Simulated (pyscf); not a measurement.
**Addition: HB=O (SMILES B=O) + H• (SMILES [H]) -> [HB–OH]• (SMILES [BH]O)**

Gas phase, doublet surface, charge 0. Bonds broken: none. Bonds formed: O2–H4. Structures and frequencies: ωB97X-D3(BJ)/def2-SVP in PySCF. Correlated levels are frozen-core, on RHF or UHF. ΔMP2 is the change of the MP2 total energy from the triple- to the quadruple-zeta basis.

Transition state (Å):

```xyz
4

B      0.6007     0.0785     0.8100
O      0.4301     0.4518    -0.3586
H      0.5580    -0.6431     1.7560
H     -0.1724    -0.3320    -1.2923
```

One imaginary mode, 2151i cm⁻¹; descent along it reached the two sides named.

```csv
bond,change,reactant side (Å),saddle,product side
O2–H4,forms,3.9,1.360,0.969
```

Electronic energies relative to the separated reactants (kcal/mol):

```
level                             barrier  reaction energy  reverse barrier
--------------------------------  -------  ---------------  ---------------
ωB97X-D3(BJ)/def2-TZVP               19.7            -13.0             32.7
PBE/def2-TZVP                         9.6            -12.9             22.5
r²SCAN/def2-TZVP                      9.1            -17.0             26.1
B3LYP-D3(BJ)/def2-TZVP               12.0            -14.0             26.0
PBE0-D3(BJ)/def2-TZVP                13.2            -16.2             29.4
M06-2X/def2-TZVP                     17.0            -15.8             32.7
ωB97M-D3(BJ)/def2-TZVP               18.2            -11.4             29.6
HF/def2-TZVP                         30.6            -13.8             44.4
MP2/def2-QZVPP                       26.1             -8.5             34.5
CCSD/def2-TZVPP                      20.3            -14.6             34.9
CCSD(T)/def2-TZVPP                   19.7            -12.8             32.5
CCSD(T)/def2-TZVPP + ΔMP2(QZVPP)     19.2            -12.9             32.0
```

With CCSD(T)/def2-TZVPP + ΔMP2(QZVPP) energies and thermal terms (ideal gas, 1 atm, RRHO with modes under 100 cm⁻¹ raised to 100, one conformer, R ln 2 for rigid chiral ones), in kcal/mol:

| T (K) | ΔH‡ | ΔG‡ | ΔH | ΔG |
|---|---|---|---|---|
| 298 | 18.7 | 24.8 | -8.2 | -2.1 |
| 600 | 17.9 | 31.2 | -9.1 | +4.4 |
| 900 | 17.3 | 38.0 | -9.7 | +11.3 |
| 1200 | 16.7 | 45.0 | -10.2 | +18.4 |

[HB–OH]• lies 5.8 kcal/mol over its isomer H₂B–O•, and others may lie lower still (electronic energy, ωB97M-D3(BJ)). One saddle was located; it need not be the lowest between these sides. The CCSD(T) − MP2 part came from Ansatz, without density fitting, on the same reference.
